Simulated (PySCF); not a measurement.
# The bond of F2, level by level

The task here is to estimate one member of a computed series from the others.

Program: PySCF 2.14.0. Level of theory: F def2-TZVPPD, no relativity. These are calculated values, not measurements.

Set-up of the first run:

The job is set up so:

| Quantity | Value |
| --- | --- |
| atoms | F, F |
| charge | 0 |
| basis | F def2-TZVPPD |
| Hamiltonian | no relativity |
| basis functions | 80 |
| electrons treated | 18 |
| masses in u | 18.9984, 18.9984 |
| levels | PBE0, PBE, r²SCAN, PW91, BHandHLYP, r²SCANh, PBEsol, TPSS, ωB97X-V, HF, MP2, SCS-MP2, CCSD, CCSD(T) |
| grid | 80 radial by 434 angular points |
| occupations | held fixed by the projection of orbital angular momentum |
| dissociation limit | F + F, each in its ground configuration |
| starting distance in angstrom | 1.230 |
| values of 2S to try | 0, 2 |

The run is started by

```console
$ OMP_NUM_THREADS=1 python dia.py task.json out
```

Among the steps run: The job; First curve: PBE0; Other states along the same grid; PBE; r²SCAN (meta-GGA); PW91; BHandHLYP; r²SCANh (hybrid meta-GGA); PBEsol; TPSS; ωB97X-V; RHF; Adding correlation.

One of the session's tables, all rows but one given; the rest of the session is left out.

Energy (eV) from each level's lowest point:

| R (Å) | RHF | RHF-MP2 | RHF-SCS-MP2 | RHF-CCSD | RHF-CCSD(T) |
| --- | --- | --- | --- | --- | --- |
| 1.183 | 0.794 | 1.350 | 1.419 | n/a | n/a |
| 1.238 | 0.269 | 0.658 | 0.713 | 0.621 | 0.733 |
| 1.293 | 0.034 | 0.249 | 0.290 | 0.226 | 0.307 |
| 1.335 | 0.000 | 0.082 | 0.110 | 0.068 | 0.124 |
| 1.376 | 0.058 | 0.006 | 0.020 | 0.000 | 0.028 |
| 1.417 | 0.187 | 0.000 | 0.000 | 0.001 | 0.000 |
| 1.472 | ? | ? | ? | ? | ? |
| 1.541 | 0.851 | 0.253 | 0.204 | 0.266 | 0.163 |
| 1.624 | 1.417 | 0.541 | 0.455 | 0.555 | 0.371 |
| 1.734 | 2.219 | 0.962 | 0.822 | n/a | n/a |

Q: Estimate the row for R (Å) = 1.472 from the others.

Worked estimate for «RHF». A straight line through the neighbours (1.417, 0.187) and (1.541, 0.851) gives 0.187 + (0.851 − 0.187) × (1.472 − 1.417) / (1.541 − 1.417) = 0.482; a parabola fitted to 4 rows on both sides gives 0.452.

As computed: RHF: 0.442; RHF-MP2: 0.073; RHF-SCS-MP2: 0.052; RHF-CCSD: 0.081; RHF-CCSD(T): 0.038. In «RHF» the line misses by +0.040 and the parabola by +0.010.

Limits of these values: Lowest PBE0 solution found, without spin–orbit coupling: ¹Σg⁺ (singlet), closed shell. Warnings in the runs' records: inverted.
